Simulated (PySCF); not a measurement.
## Core-level binding energies of Al(CO)H3

Species: Al(CO)H3, CH3AlO.
Geometry (PBE0-D3(BJ)/def2-SVP, Å), atoms numbered from 1 in this order:
```
atom  x, y, z in Å
Al1   -0.137   -0.229   -0.789
C2     0.214    0.369    1.251
O3     0.401    0.674    2.317
H4     1.393   -0.576   -1.098
H5    -0.729    1.177   -1.263
H6    -1.143   -1.415   -0.418
```

Theory: PySCF, delta-SCF UKS SCAN, pcX-2 on the ionised atom, pcseg-1 elsewhere, spin-free X2C. Vertical ΔSCF values, vacuum level as zero.

What binding energy does each computed site have?

| atom(s) | environment | level | binding energy (eV) | count |
| --- | --- | --- | --- | --- |
| Al1 | aluminium bonded to C and 3 H | Al 1s | 1566.51 | 1 |
| O3 | oxygen bonded to C | O 1s | 542.07 | 1 |

Express the binding energy of Al 1s of Al1 in atomic units and per mole.

1566.51 eV = 57.5682 Eh = 151145 kJ/mol.

Not every level is listed. Spin contamination (⟨S²⟩ against 0.75 for a pure doublet) is marked for O 1s of O3 (0.97), which makes this value less certain. No level of carbon is listed. Isolated species at its PBE0-D3(BJ)/def2-SVP geometry, gas phase.
